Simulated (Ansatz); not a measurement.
Born–Oppenheimer molecular dynamics of C$_{3}$H$_{8}$O$_{3}$ (14 atoms, charge 0, multiplicity 1). It starts from a relaxed structure.

The calculation used Ansatz, RKS PBE0/6-31G.

```json
{
  "ensemble": "NVT, Langevin thermostat",
  "time step": "1 fs",
  "steps asked": "99",
  "set temperature": "300 K",
  "friction": "1 /fs",
  "seed": "829209"
}
```

First frame:

```xyz
14
Properties=species:S:1:pos:R:3
C -0.202 -1.602 -0.213
C 0.186 -0.182 0.113
O 1.358 0.239 -0.635
O 0.461 -0.111 1.509
C -0.845 0.875 -0.252
O -0.352 2.151 0.213
H -0.346 -1.718 -1.290
H 0.589 -2.283 0.116
H -1.120 -1.876 0.312
H 2.138 -0.243 -0.301
H 0.427 0.838 1.758
H -1.781 0.693 0.277
H -1.024 0.878 -1.333
H 0.497 2.312 -0.247
```

(1) How far do the bonds stretch over the last three quarters of this one trajectory? (Pairs bonded in most of those frames.)

Results:

(1) 
```json
{"bond": "C1–C2", "mean (Å)": "1.527", "spread (Å)": "0.020", "shortest": "1.48", "longest": "1.56"}
{"bond": "C1–H7", "mean (Å)": "1.084", "spread (Å)": "0.022", "shortest": "1.04", "longest": "1.14"}
{"bond": "C1–H8", "mean (Å)": "1.104", "spread (Å)": "0.037", "shortest": "1.03", "longest": "1.18"}
{"bond": "C1–H9", "mean (Å)": "1.100", "spread (Å)": "0.032", "shortest": "1.05", "longest": "1.16"}
{"bond": "C2–O3", "mean (Å)": "1.436", "spread (Å)": "0.021", "shortest": "1.39", "longest": "1.47"}
{"bond": "C2–O4", "mean (Å)": "1.431", "spread (Å)": "0.021", "shortest": "1.40", "longest": "1.48"}
{"bond": "C2–C5", "mean (Å)": "1.533", "spread (Å)": "0.033", "shortest": "1.46", "longest": "1.58"}
{"bond": "O3–H10", "mean (Å)": "0.974", "spread (Å)": "0.020", "shortest": "0.93", "longest": "1.02"}
{"bond": "O4–H11", "mean (Å)": "0.991", "spread (Å)": "0.027", "shortest": "0.94", "longest": "1.06"}
{"bond": "C5–O6", "mean (Å)": "1.466", "spread (Å)": "0.028", "shortest": "1.43", "longest": "1.54"}
{"bond": "C5–H12", "mean (Å)": "1.102", "spread (Å)": "0.028", "shortest": "1.05", "longest": "1.17"}
{"bond": "C5–H13", "mean (Å)": "1.092", "spread (Å)": "0.026", "shortest": "1.03", "longest": "1.15"}
{"bond": "O6–H14", "mean (Å)": "0.989", "spread (Å)": "0.023", "shortest": "0.93", "longest": "1.03"}
```

Mean temperature of the second half: 294 K. A run of 0.099 ps of so small a system gives no equilibrium averages. The friction is so strong that the motion is overdamped, so the time scale means little. Limits of this set-up: no polarisation functions.

Run time: 7.2 min on 1 CPU thread of a shared host.
